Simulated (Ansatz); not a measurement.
# Worked example: the step energy

An elementary step of CH6SSi, closed shell (CH₆SSi ([CH3][SiH2][SH]) → CH₄Si ([CH2][SiH2]) + H₂S; Si–S, C–H broken or loosened, S–H formed or tightened). “Start” and “end” are the PBE0-D4/def2-TZVP structures reached by relaxing down either side of its saddle point, with the molecules still in contact.

Ansatz 0.2.0; basis: def2-TZVPP and def2-QZVPP; cores frozen in the correlated methods.

Energies in eV:

| quantity | end | start |
| --- | --- | --- |
| Hartree–Fock, triple zeta (X = 3) | -19804.19275 | -19807.25432 |
| Hartree–Fock, quadruple zeta (X = 4) | -19804.80353 | -19807.86589 |
| MP2 correlation, X = 3 | -13.41203 | -13.27636 |
| MP2 correlation, X = 4 | -14.38916 | -14.27696 |
| CCSD(T) correlation, X = 3 | -15.45790 | -15.22282 |

(1) Work out the step energy at the basis limit: extrapolate Hartree–Fock as E(X) = E∞ + A exp(−7.88 √X) and the MP2 correlation as E(X) = E∞ + B X^−2.97 (the exponents that Neese and Valeev fitted for def2-TZVPP and QZVPP), then add CCSD(T) − MP2 in triple zeta.

The T1 diagnostic stays at or below 0.014.

Answers

(1) Each step is linear, so take the differences first (end − start): Hartree–Fock 3.06157 (X = 3) and 3.06236 (X = 4); MP2 correlation -0.13567 and -0.11220; CCSD(T) correlation -0.23508.
Two points give E∞ = E(4) + w [E(4) − E(3)], with w = 1/(exp(7.88 (2 − √3)) − 1) = 0.1377 for Hartree–Fock and w = 1/((4/3)^2.97 − 1) = 0.7407 for the correlation.
Hartree–Fock: 3.06236 + 0.1377 × 0.00079 = 3.0625 eV.
MP2 correlation: -0.11220 + 0.7407 × 0.02347 = -0.0948 eV.
CCSD(T) − MP2: -0.23508 − (-0.13567) = -0.0994 eV.
Sum: 3.0625 + (-0.0948) + (-0.0994) = 2.8683 eV, or 66.14 kcal/mol. Plain CCSD(T) in triple zeta gives 2.8265 eV, so the larger basis shifts the result by 0.0418 eV.

Labels in which every atom is bracketed show which atoms are joined, not bond orders.

For scale, one of the runs: CCSD(T)/def2-TZVPP, 199 basis functions, launched by `ansatz run in.yaml --threads 2 --pin off --events-out ev --progress --plain --max-ram 4352MiB`. Hardware: 2 CPU threads of an AMD EPYC 9R14, shared host. Wall time 29 s; peak host memory 2.2 GiB.
